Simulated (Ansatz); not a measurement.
# One shape, several levels: triplet C3H6FN

We compute a comparison of 6 runs (UHF/3-21G, UB3LYP/6-31G*, U-revPBE/cc-pVDZ, USVWN5/cc-pVDZ, UMP2/cc-pVDZ, UCCSD(T)/cc-pVDZ) of triplet C3H6FN. 

The results are computed with Ansatz 0.2.0.

37 further runs of the same task are left out: 37 set aside as unsound or not needed. Runs told in other sessions of the task aren't counted.

### Step 1. The structure to begin with

C3H6FN has 11 atoms, charge 0, and is taken as a triplet. SMILES of the parent species: `[H]/N=C(/C)CF`. The shape is that of a PBE0-D4/def2-TZVP optimisation. This is one conformer, not always the lowest. That shape belongs to the parent species and isn't relaxed for this state.

Bond lengths: C1–C2 1.495 Å, C2–N3 1.263 Å, C2–C4 1.506 Å, C4–F5 1.374 Å, C1–H6 1.088 Å, C1–H7 1.094 Å, C1–H8 1.094 Å, N3–H9 1.021 Å, C4–H10 1.096 Å, C4–H11 1.096 Å. Some angles: C1–C2–N3 121.1°, C1–C2–C4 114.9°, N3–C2–C4 124.0°, C2–C4–F5 111.5°, C2–C1–H6 109.5°, C2–C1–H7 110.9°, C2–C1–H8 110.9°, C2–N3–H9 110.1°, C2–C4–H10 110.1°, C2–C4–H11 110.1°.

### Step 2. The energy at UHF/3-21G (run 1)

The input, input.yaml:

```yaml
crystal:
  periodic: [false, false, false]
  atoms:
    - {symbol: C, position_ang: [-0.851800, -0.106700, 1.125200]}
    - {symbol: C, position_ang: [0.034900, 0.427900, 0.047300]}
    - {symbol: N, position_ang: [0.281100, 1.663300, -0.042300]}
    - {symbol: C, position_ang: [0.588800, -0.610700, -0.891500]}
    - {symbol: F, position_ang: [1.391000, -0.044000, -1.852300]}
    - {symbol: H, position_ang: [-1.197600, 0.713600, 1.751300]}
    - {symbol: H, position_ang: [-0.318300, -0.833200, 1.745700]}
    - {symbol: H, position_ang: [-1.717000, -0.623300, 0.698700]}
    - {symbol: H, position_ang: [0.901000, 1.841000, -0.834400]}
    - {symbol: H, position_ang: [-0.229100, -1.140600, -1.392700]}
    - {symbol: H, position_ang: [1.182500, -1.344300, -0.334400]}
basis:
  gaussian: {orbitals: 3-21G.json}
magnetization: {spin_polarized: true, initial_magnetization: 2}
hamiltonian: {xc: hf}
accuracy: high
output: {orbitals: {seedname: orbitals}}
```

The basis set 3-21G is read from a file made from the Basis Set Exchange's data (not shown).

Run with:

```sh
$ ansatz run input.yaml --threads 1 --pin off --max-ram 2610MiB --events-out events.jsonl --progress --plain --runs-dir runs
```

Log:

```text
Warning: RAYON_NUM_THREADS=1 ignored (pool sized by the plan → 1); use --threads N
Functional definition: HF
  name "HF"
  exchange = exact_x
  correlation = 0
1376 factors; integrals over basis functions are off by at most 6.7e-9 eV
mean field evaluation 1: about -7324.4173 eV, gradient 2.2e1 eV
mean field evaluation 2: about -7324.4099 eV, gradient 2.2e1 eV
mean field evaluation 4: about -7328.1572 eV, gradient 4.0e0 eV
mean field evaluation 8: about -7328.6083 eV, gradient 1.8e-1 eV
mean field evaluation 16: about -7328.3825 eV, gradient 3.7e0 eV
mean field evaluation 32: about -7328.3886 eV, gradient 2.0e-1 eV
mean field evaluation 64: about -7325.8039 eV, gradient 1.7e1 eV
mean field evaluation 96: about -7328.4003 eV, gradient 3.4e0 eV
mean field -7328.60791854 eV, -269.3213734975 hartree, gradient 5.4e-8 eV, S^2 2.012475; 3 other end points of the search recorded, 0 dependent functions left out
reference -7328.60791854 eV, -269.3213734975 hartree; 21, 19 occupied and 36, 38 virtual orbitals, 1376 factors
Total energy: -7328.60791854 eV, -269.3213734975 hartree
```

It took 3.3 s on 1 thread of Arm Neoverse V2, shared host; peak memory 0.16 GiB.

### Step 3. The energy at UB3LYP/6-31G(d) (spherical functions) (run 2)

Changes to input.yaml since step 2:

```diff
@@ -15,6 +15,6 @@
 basis:
-  gaussian: {orbitals: 3-21G.json}
+  gaussian: {orbitals: 6-31G_st_-spherical.json}
+output: {orbitals: {seedname: orbitals}}
+accuracy: high
 magnetization: {spin_polarized: true, initial_magnetization: 2}
-hamiltonian: {xc: hf}
-accuracy: high
-output: {orbitals: {seedname: orbitals}}
+hamiltonian: {xc: {name: B3LYP}}
```

The basis set 6-31G* is read from a file made from the Basis Set Exchange's data (not shown).

Run with:

```sh
$ ansatz run input.yaml --threads 1 --pin off --max-ram 2610MiB --events-out events.jsonl --progress --plain --runs-dir runs
```

Log:

```text
Warning: RAYON_NUM_THREADS=1 ignored (pool sized by the plan → 1); use --threads N
Functional definition: B3LYP
  name "B3LYP"
  parameter a0 = 0.2
  parameter ax = 0.72
  parameter ac = 0.81
  exchange = (1 - a0 - ax)*slater_x + ax*b88_x + a0*exact_x
  correlation = (1 - ac)*vwn_rpa_c + ac*lyp_c
2025 factors; integrals over basis functions are off by at most 3.4e-9 eV
mean field evaluation 1: about -7402.7954 eV, gradient 3.7e1 eV
mean field evaluation 2: about -7396.9291 eV, gradient 5.1e1 eV
mean field evaluation 4: about -7409.6417 eV, gradient 6.1e0 eV
mean field evaluation 8: about -7410.0714 eV, gradient 8.6e-1 eV
mean field evaluation 16: about -7410.0764 eV, gradient 1.5e-3 eV
mean field evaluation 32: about -7410.0764 eV, gradient 1.7e-6 eV
mean field -7410.07637286 eV, -272.3152839724 hartree, gradient 4.9e-8 eV, S^2 2.004780; 2 other end points of the search recorded, 0 dependent functions left out
reference -7410.07640687 eV, -272.3152852222 hartree; 21, 19 occupied and 61, 63 virtual orbitals, 2025 factors
Total energy: -7410.07640687 eV, -272.3152852222 hartree
```

Run time: 26 s. Hardware: 1 thread of Arm Neoverse V2, shared host; peak memory 0.4 GiB.

Runs 3 to 5 aren't shown in full; the table further down has their settings and results.

### Step 4. A single-point energy at UCCSD(T)/cc-pVDZ (run 6)

The input, input.yaml:

```yaml
crystal:
  periodic: [false, false, false]
  atoms:
    - symbol: C
      position_ang: [-0.851800, -0.106700, 1.125200]
    - symbol: C
      position_ang: [0.034900, 0.427900, 0.047300]
    - symbol: "N"
      position_ang: [0.281100, 1.663300, -0.042300]
    - symbol: C
      position_ang: [0.588800, -0.610700, -0.891500]
    - symbol: F
      position_ang: [1.391000, -0.044000, -1.852300]
    - symbol: H
      position_ang: [-1.197600, 0.713600, 1.751300]
    - symbol: H
      position_ang: [-0.318300, -0.833200, 1.745700]
    - symbol: H
      position_ang: [-1.717000, -0.623300, 0.698700]
    - symbol: H
      position_ang: [0.901000, 1.841000, -0.834400]
    - symbol: H
      position_ang: [-0.229100, -1.140600, -1.392700]
    - symbol: H
      position_ang: [1.182500, -1.344300, -0.334400]
basis:
  gaussian: {orbitals: cc-pVDZ}
total_charge: 0
magnetization: {spin_polarized: true, initial_magnetization: 2}
correlation: {method: ccsd_t, frozen_orbitals: {C: 1, F: 1, H: 0, "N": 1}}
accuracy: high
scf: {omitted_lower_state_checks: [cluster_reference, increment]}
```

Run with:

```sh
$ ansatz run input.yaml --threads 1 --pin off --max-ram 2610MiB --events-out events.jsonl --progress --plain --runs-dir runs
```

Log, shortened:

```text
Warning: RAYON_NUM_THREADS=1 ignored (pool sized by the plan → 1); use --threads N
[... 2 set-up lines as earlier in the session ...]
[...]
2422 factors; integrals over basis functions are off by at most 3.3e-9 eV
[...]
mean field -7369.73434637 eV, -270.8327418436 hartree, gradient 4.2e-8 eV, S^2 2.020399; 5 other end points of the search recorded, 0 dependent functions left out
5 core orbitals not correlated: weight in the atoms' cores, before any rotation towards them, 1.000 or more for the frozen orbitals, at most 0.000 for the correlated occupied ones
reference -7369.73434637 eV, -270.8327418436 hartree; 16, 14 occupied and 79, 81 virtual orbitals, 2422 factors
second order -19.11268298 eV of doubles, -0.00000000 eV of singles
cycle   1  -20.08655541 eV  change   -9.7e-1 eV  update   9.0e-2
[...]
cycle  29  -20.69277959 eV  change   5.4e-10 eV  update   3.4e-9
perturbative correction -0.50564383 eV, -0.0185820680 hartree
Total energy: -7390.93276979 eV, -271.6117695355 hartree
Checks for a lower state left out: cluster_reference, increment
```

Run time: 5 min. Hardware: 1 thread of Arm Neoverse V2, shared host; peak memory 1.8 GiB.

### Step 5. The series

```
run                                level  frozen core orbitals  energy (Eh)  HOMO energy (eV)   ⟨S²⟩  wall time
  1                            UHF/3-21G                     –  -269.321373             -6.19  2.012      3.3 s
  2  UB3LYP/6-31G* (spherical functions)                     –  -272.315285             -2.29  2.005       26 s
  3                     U-revPBE/cc-pVDZ                     –  -272.253838             -1.22  2.003       19 s
  4                       USVWN5/cc-pVDZ                     –  -270.142749             -1.25  2.002       11 s
  5                         UMP2/cc-pVDZ                     5  -271.535120                 –  2.020       16 s
  6                     UCCSD(T)/cc-pVDZ                     5  -271.611770                 –  2.020      5 min
```

### Step 6. Outcome

| quantity | value |
| --- | --- |
| run 6: total energy | -271.61177 Eh |
| run 6: correlation energy (5 core orbitals frozen) | -779.0 mEh |
| run 6: (T) correction | -18.58 mEh |
| run 6: ⟨S²⟩ of the reference determinant | 2.020 |
| run 6: T1 diagnostic | 0.012 |

In words: Totals of different functionals can't be ranked against each other. All runs together took 6.3 min, the longest 5 min.
